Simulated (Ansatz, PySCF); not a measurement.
This PySCF input computes a PBE/def2-TZVPD energy:

```python
from pyscf import gto, scf, dft

mol = gto.M(
    atom='''
    C     1.22575544    0.17309225    0.00894148
    C    -0.03107836    0.64387051   -0.00922939
    H     1.47813325   -0.91357007    0.02636841
    H     2.10642756    0.82312597    0.00806544
    C    -1.09160938   -0.43922734   -0.00400391
    H    -0.69725428   -1.48823368    0.01421419
    H    -1.76093960   -0.33173915    0.86187210
    H    -1.74477312   -0.35599558   -0.88476921
    ''',
    basis='def2-tzvpd',
    charge=-1,
    spin=0,
    verbose=4,
)

mf = dft.RKS(mol, xc='pbe').density_fit(auxbasis='def2-universal-jkfit')
mf.grids.level = 3
mf.conv_tol = 1e-9
mf.max_cycle = 100
mf.max_memory = 1500
mf.kernel()
if not mf.converged:
    mf = mf.newton()
    mf.kernel(mf.make_rdm1())
mf.analyze()
```

### Question
Write an input for the same energy in Ansatz (a quantum-chemistry and plane-wave program) and say what it gives.

### Answer

Ansatz 0.2 input:
```yaml
crystal:
  periodic: [false, false, false]
  atoms:
    - {symbol: C, position_ang: [1.22575544, 0.17309225, 0.00894148]}
    - {symbol: C, position_ang: [-0.03107836, 0.64387051, -0.00922939]}
    - {symbol: H, position_ang: [1.47813325, -0.91357007, 0.02636841]}
    - {symbol: H, position_ang: [2.10642756, 0.82312597, 0.00806544]}
    - {symbol: C, position_ang: [-1.09160938, -0.43922734, -0.00400391]}
    - {symbol: H, position_ang: [-0.69725428, -1.48823368, 0.01421419]}
    - {symbol: H, position_ang: [-1.76093960, -0.33173915, 0.86187210]}
    - {symbol: H, position_ang: [-1.74477312, -0.35599558, -0.88476921]}
basis:
  gaussian:
    orbitals: def2-TZVPD
hamiltonian:
  xc: {name: PBE}
total_charge: -1
output: {forces: true}
```
It gives -117.12252 Eh, and PySCF -117.12259 Eh, a difference of 0.07 mEh, from the treatment of integrals and grids.

It need not be the lowest isomer of its formula. Whether it binds its extra electron was not tested at this geometry.
